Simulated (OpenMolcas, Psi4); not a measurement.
# Worked example: vertical ionisation energy of NO2F (nitryl fluoride)

NO2F has 4 atoms, charge 0, and is taken as a singlet. SMILES: `O=[N+]([O-])F`. The coordinates come from a PBE0-D4/def2-TZVP relaxation.

```xyz
4

O     0.1883    0.4699    1.1202
N     0.0797   -0.0718    0.0891
O     0.4766   -1.0687   -0.3769
F    -0.7446    0.6705   -0.8325
```

Both states at this one shape; open shells run unrestricted unless said. 1 Eh = 27.2114 eV.

| level | program | singlet NO2F (Eh) | doublet NO2F+ (Eh) | HOMO of the first (eV) |
| --- | --- | --- | --- | --- |
| HF/cc-pVTZ | Psi4 | -303.532543 | -303.048652 | -14.61 |
| revPBE/cc-pVTZ | OpenMolcas | -304.943987 | -304.478195 | -8.23 |
| B3LYP/6-31G* (Cartesian functions) | OpenMolcas | -304.878379 | -304.393092 | -9.72 |
| PBE0/cc-pVTZ | OpenMolcas | -304.704629 | -304.213226 | -10.33 |

**Question.** Work out the vertical ionisation energy at each level.

**Answer.** 
1. HF/cc-pVTZ: -303.048652 − (-303.532543) = 0.483891 Eh = 13.17 eV; −ε(HOMO) = 14.61 eV.
2. revPBE/cc-pVTZ: -304.478195 − (-304.943987) = 0.465792 Eh = 12.67 eV; −ε(HOMO) = 8.23 eV.
3. B3LYP/6-31G* (Cartesian functions): -304.393092 − (-304.878379) = 0.485287 Eh = 13.21 eV; −ε(HOMO) = 9.72 eV.
4. PBE0/cc-pVTZ: -304.213226 − (-304.704629) = 0.491403 Eh = 13.37 eV; −ε(HOMO) = 10.33 eV.

No measured value is set beside it here; the levels span 12.67 to 13.37 eV. In Hartree–Fock, −ε(HOMO) (Koopmans) exceeds the difference of totals by the orbital relaxation of the ion. In semi-local functionals −ε(HOMO) lies far under the ionisation energy, a result of self-interaction, while the difference of totals does much better. The second state is spin-contaminated at HF/cc-pVTZ (⟨S²⟩ = 0.98).
